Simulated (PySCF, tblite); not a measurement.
**C5H4F radical: geometry, infrared bands and EPR parameters**

What infrared bands and EPR parameters should C5H4F radical (`[CH2]C1=C(F)C1=C`) show?

Computed with tblite 0.8.0 and PySCF 2.14.0, with density-fitted response routines of our own, on a single molecule in the gas phase. Atoms are numbered from 0 throughout.

## 1. The molecule as given

10 atoms, charge 0, multiplicity 2; geometry from: force field or distance geometry start.

Bonds of the start (Å): C0–C1 1.47, C1–C2 1.33, C2–F3 1.38, C2–C4 1.46, C4–C5 1.32, C4–C1 1.46, C0–H6 1.09, C0–H7 1.11, C5–H8 1.10, C5–H9 1.08.

## 2. Geometry optimisation with GFN2-xTB

Job settings and geometry (Å):

```
{"job": {"kind": "relax", "xc": "GFN2-xTB", "basis": "xTB"}, "charge": 0, "multiplicity": 2}
C     -1.958500    -0.588400     0.175400
C     -0.648700     0.065100     0.019000
C      0.001100     1.204900    -0.191900
F     -0.102500     2.559200    -0.447300
C      0.813800     0.011800     0.012300
C      1.993900    -0.574300     0.083200
H     -2.368100    -1.030400    -0.729100
H     -2.674400    -0.024500     0.814400
H      2.076200    -1.653000     0.282100
H      2.876100     0.034200    -0.040700
```

The run is started by

```bash
$ OMP_NUM_THREADS=1 python probes_run.py task.json out
```

This one command runs all jobs of the session in turn.

**Question.** This job is followed by: GFN2-xTB harmonic vibrations, gas phase; UKS B3LYP, pcH-1 on C F H, non-relativistic, mean-field spin-orbit, GIAO. Predict these results of the whole session: strongest single infrared mode (GFN2-xTB); zero-point energy (GFN2-xTB); g(iso) (B3LYP); ⟨S²⟩; largest a(iso) (averaged by class); surface potential, 1st and 99th percentile.

As calculated:

| quantity | value |
| --- | --- |
| strongest single infrared mode (GFN2-xTB) | 1481 cm⁻¹, 223 km/mol |
| zero-point energy (GFN2-xTB) | 42.1 kcal/mol |
| g(iso) (B3LYP) | 2.00307 |
| ⟨S²⟩ | 0.776 (exact 0.75) |
| largest a(iso) (averaged by class) | 19F on F3, 103.0 MHz |
| surface potential, 1st and 99th percentile | -0.49 V and 0.90 V |

What this shows: Over 40 steps the energy fell by 1.281 eV; of the close pairs, C0–C1 changed most, 1.472 to 1.335 Å. No mode is imaginary among the 24: a minimum at this level. The strongest single mode, at 1481 cm⁻¹, has its largest shares on C2, C5 and C0 (the list is cut at 3 atoms). GFN2-xTB is a fitted tight-binding method: band positions and strengths are rough. Its intensities can rank the bands wrongly. The largest spin populations lie on C0 (0.48 e), C5 (0.48 e), C2 (0.45 e). The isotropic g lies 0.8 ppt above the free-electron value.
